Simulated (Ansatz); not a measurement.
A nudged elastic band was laid between two geometries of BFH2 (4 atoms, charge 0, multiplicity 1).

All numbers below come from Ansatz 0.2.0, RKS B3LYP/def2-TZVP.

```yaml
movable_images: 7
climbing_image: yes
spring: 5.0 eV/Å²
optimiser: quadratic models (default)
start_path: through a guess of the saddle point
force_threshold: 0.05 eV/Å
iteration_limit: 60
end_points: relaxed
```

Initial state:

```xyz
4
Properties=species:S:1:pos:R:3
B 0.263 0.000 0.203
H 0.257 0.000 1.396
F 1.435 0.000 -0.408
H -0.718 0.000 -0.476
```

Final state:

```xyz
4
Properties=species:S:1:pos:R:3
B -0.563 0.000 -0.102
H 1.301 0.000 0.514
F 2.211 0.000 0.802
H -1.712 0.000 -0.500
```

Q: Which bonds break or form, and what moves?

A: Bonds broken: B1–H2, B1–F3. Bonds formed: H2–F3. BFH2 becomes BH + FH.

Q: What energy profile does the band end with?

A: The run converged. The highest image is number 4 of 0 to 8, 118.4 kcal/mol above the first end and 4.2 kcal/mol above the last; the last end lies 114.1 kcal/mol above the first. Neighbouring images differ by up to 2.0 eV, so the band resolves the path poorly. A vibrational analysis at the climbing image gives one clearly imaginary mode, 464i cm⁻¹: a first-order saddle point. The orbitals stay closed-shell, which can raise the energy where a bond breaks towards radicals; this wasn't checked here.

```json
{"image": "0", "path coordinate (Å)": "0.00", "energy (kcal/mol)": "0.0", "B1–H2 (Å)": "1.19", "B1–F3 (Å)": "1.32", "H2–F3 (Å)": "2.15"}
{"image": "1", "path coordinate (Å)": "0.33", "energy (kcal/mol)": "13.3", "B1–H2 (Å)": "1.17", "B1–F3 (Å)": "1.35", "H2–F3 (Å)": "1.84"}
{"image": "2", "path coordinate (Å)": "0.66", "energy (kcal/mol)": "58.4", "B1–H2 (Å)": "1.17", "B1–F3 (Å)": "1.54", "H2–F3 (Å)": "1.55"}
{"image": "3", "path coordinate (Å)": "0.99", "energy (kcal/mol)": "105.1", "B1–H2 (Å)": "1.27", "B1–F3 (Å)": "1.82", "H2–F3 (Å)": "1.31"}
{"image": "4", "path coordinate (Å)": "1.32", "energy (kcal/mol)": "118.4", "B1–H2 (Å)": "1.52", "B1–F3 (Å)": "2.07", "H2–F3 (Å)": "1.04"}
{"image": "5", "path coordinate (Å)": "1.71", "energy (kcal/mol)": "117.2", "B1–H2 (Å)": "1.77", "B1–F3 (Å)": "2.43", "H2–F3 (Å)": "0.97"}
{"image": "6", "path coordinate (Å)": "2.10", "energy (kcal/mol)": "116.0", "B1–H2 (Å)": "1.85", "B1–F3 (Å)": "2.66", "H2–F3 (Å)": "0.96"}
{"image": "7", "path coordinate (Å)": "2.50", "energy (kcal/mol)": "114.8", "B1–H2 (Å)": "1.91", "B1–F3 (Å)": "2.82", "H2–F3 (Å)": "0.96"}
{"image": "8", "path coordinate (Å)": "2.89", "energy (kcal/mol)": "114.1", "B1–H2 (Å)": "1.96", "B1–F3 (Å)": "2.92", "H2–F3 (Å)": "0.95"}
```

Q: What is the geometry of the highest image?

A: 
```xyz
4
Properties=species:S:1:pos:R:3:forces:R:3
B -0.448 0.000 0.368 0.00 0.00 0.00
H 0.950 0.000 0.956 0.00 0.00 0.00
F 1.606 0.000 0.147 0.00 0.00 0.00
H -0.872 0.000 -0.757 0.00 0.00 0.00
```

Time of the run: 91 s on 1 thread of Arm Neoverse V1 (shared host), peak memory 0.12 GiB.
